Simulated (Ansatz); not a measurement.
# CH₄S (triplet): the correlation ladder at distance C1–H5 along a hydrogen transfer = 1.703 Å, cc-pVDZ

How much of the correlation energy of CH₄S (triplet) does each wave-function method recover here?

Program: Ansatz 0.2.0, Gaussian basis. Level of theory: cc-pVDZ, core rule «outside noble gas», up to 6 orbitals frozen. These are calculated values, not measurements.

Plan: UHF; CCSD(T) on ROHF; CCSD(T) on UHF; BCCD(T) on ROHF; CISD; CCSDT(Q) on ROHF; CCSDT(Q) on UHF; CASSCF and MRCISD+Q, 4 electrons in 4 orbitals; CASSCF and NEVPT2, 4 electrons in 4 orbitals.

5 further runs of the same task are left out: 1 for a mislabelled method, 2 that didn't finish, 2 set aside as unsound or not needed.

## (1) The geometry

The geometry derives from fragments relaxed apart (PBE0/def2-TZVP) and kept rigid, so it is no stationary point. A hydrogen atom is moved between rigid fragments.

6 atoms, charge 0, spin multiplicity 3.

Atoms are counted from 1 here; the program's logs count them from 0.

Bond lengths: C1–H2 1.090 Å, C1–H3 1.090 Å, C1–H4 1.090 Å, H5–S6 1.482 Å. Angles: H2–C1–H3 109.5°, H2–C1–H4 109.5°, H3–C1–H4 109.5°.

## (2) UHF

in.yaml reads:

```yaml
crystal:
  periodic: [false, false, false]
  atoms:
    - {symbol: C, position_ang: [-2.135745, 0.000000, 0.000000]}
    - {symbol: H, position_ang: [-2.498951, 1.027301, 0.000000]}
    - {symbol: H, position_ang: [-2.498951, -0.513650, 0.889668]}
    - {symbol: H, position_ang: [-2.498951, -0.513650, -0.889669]}
    - {symbol: H, position_ang: [-0.432745, 0.000000, 0.000000]}
    - {symbol: S, position_ang: [1.049255, 0.000000, 0.000000]}
basis:
  gaussian: {orbitals: cc-pVDZ}
magnetization: {spin_polarized: true, initial_magnetization: 2}
hamiltonian: {xc: hf}
output: {orbitals: {seedname: orbitals}}
```

On the command line:

```bash
> ansatz run in.yaml --threads 1 --pin off --events-out ev --progress --plain --max-ram 2393MiB
```

The runs that follow: CCSD(T) on ROHF; CCSD(T) on UHF; BCCD(T) on ROHF; CISD; CCSDT(Q) on ROHF; CCSDT(Q) on UHF; CASSCF and MRCISD+Q, 4 electrons in 4 orbitals; CASSCF and NEVPT2, 4 electrons in 4 orbitals.

Q: Predict the results of all the runs planned. Wanted: UCCSDT(Q) below the RHF energy; RMP2 from UCCSDT(Q); UMP2 from UCCSDT(Q); RCCSD from UCCSDT(Q); RCCSD(T) from UCCSDT(Q); UCCSD(T) from UCCSDT(Q); RCCSDT(Q) from UCCSDT(Q); NEVPT2 pair from UCCSDT(Q); MRCISD+Q pair from UCCSDT(Q).

As calculated:

| quantity | value |
| --- | --- |
| UCCSDT(Q) below the RHF energy | -8.4667 eV |
| RMP2 from UCCSDT(Q) | +1394.9 meV |
| UMP2 from UCCSDT(Q) | +1402.9 meV |
| RCCSD from UCCSDT(Q) | +218.2 meV |
| RCCSD(T) from UCCSDT(Q) | +38.1 meV |
| UCCSD(T) from UCCSDT(Q) | +38.3 meV |
| RCCSDT(Q) from UCCSDT(Q) | +0.6 meV |
| NEVPT2 pair from UCCSDT(Q) | +1293.6 meV |
| MRCISD+Q pair from UCCSDT(Q) | +80.2 meV |
| levels within 1 kcal/mol (43 meV) | RCCSD(T), UCCSD(T), BCCD(T), RCCSDT, UCCSDT, RCCSDT(Q) |
| T1 diagnostic | 0.025 |

**Reading.** RCCSD(T) lands +38.1 meV from the yardstick (0.4 % of the correlation energy). Of the multireference levels listed MRCISD+Q pair comes nearest in total energy (+80.2 meV), which doesn't show that its space is the better one. These misses are within one basis, not against nature; the frozen cores of restricted and unrestricted runs differ, which can shift their rows.
